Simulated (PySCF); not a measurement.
This PySCF input (M06-2X/aug-cc-pVQZ) gives -93.42871 Eh with 206 basis functions.

```python
import numpy as np, basis_set_exchange as bse
from pyscf import gto, scf, dft, df

basis = {'C': gto.basis.parse(bse.get_basis('aug-cc-pVQZ', elements=['C'], fmt='nwchem')), 'H': gto.basis.parse(bse.get_basis('aug-cc-pVQZ', elements=['H'], fmt='nwchem')), 'N': gto.basis.parse(bse.get_basis('aug-cc-pVQZ', elements=['N'], fmt='nwchem'))}
mol = gto.M(
    atom='''
    C    -0.00000000   -0.00000000   -0.49689011
    N     0.00000000    0.00000000    0.64927938
    H    -0.00000000   -0.00000000   -1.56361504
    ''',
    basis=basis,
    charge=0,
    verbose=4,
    max_memory=2160,
)
mf = dft.RKS(mol, xc='m062x')
mf.grids.level = 4
mf = mf.density_fit(auxbasis=df.autoaux(mol))
mf.conv_tol = 1e-9
mf.max_cycle = 100
print('smallest overlap eigenvalue', np.linalg.eigvalsh(mol.intor('int1e_ovlp'))[0])
mf.kernel()
dip = mf.dip_moment()
```

Change:
```diff
- basis = {'C': gto.basis.parse(bse.get_basis('aug-cc-pVQZ', elements=['C'], fmt='nwchem')), 'H': gto.basis.parse(bse.get_basis('aug-cc-pVQZ', elements=['H'], fmt='nwchem')), 'N': gto.basis.parse(bse.get_basis('aug-cc-pVQZ', elements=['N'], fmt='nwchem'))}
+ basis = {'C': gto.basis.parse(bse.get_basis('6-311++G(2d,2p)', elements=['C'], fmt='nwchem')), 'H': gto.basis.parse(bse.get_basis('6-311++G(2d,2p)', elements=['H'], fmt='nwchem')), 'N': gto.basis.parse(bse.get_basis('6-311++G(2d,2p)', elements=['N'], fmt='nwchem'))}
```

Problem. What does the run give now?

Solution. -93.41741 Eh (M06-2X/6-311++G(2d,2p), 64 functions), a change of +11.30 mEh.
